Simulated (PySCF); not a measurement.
OS, SMILES O=S (connectivity only; charge and spin as stated), neutral, multiplicity 3. Geometry: B3LYP-D3(BJ)/def2-TZVPD.

Computed with PySCF 2.14.0 with B3LYP-D3(BJ)/def2-TZVPD.

Harmonic wavenumbers (cm⁻¹): 1157. Rotational constants (GHz): 21.35 (linear); symmetry number 1.

### Question
Work out the zero-point energy and the ideal-gas rigid-rotor harmonic-oscillator thermochemistry at 298.15 K and 1 atm.

### Answer
ZPE = ½ Σ hcν = ½ × 1157 cm⁻¹ = 6.92 kJ/mol. H − E(el) = 15.65 kJ/mol. Entropy in J/(mol K): translation 157.04, rotation 55.48, vibration 0.21, spin 9.13, total 221.87. G − E(el) = -50.50 kJ/mol. Cp = 30.08 J/(mol K).
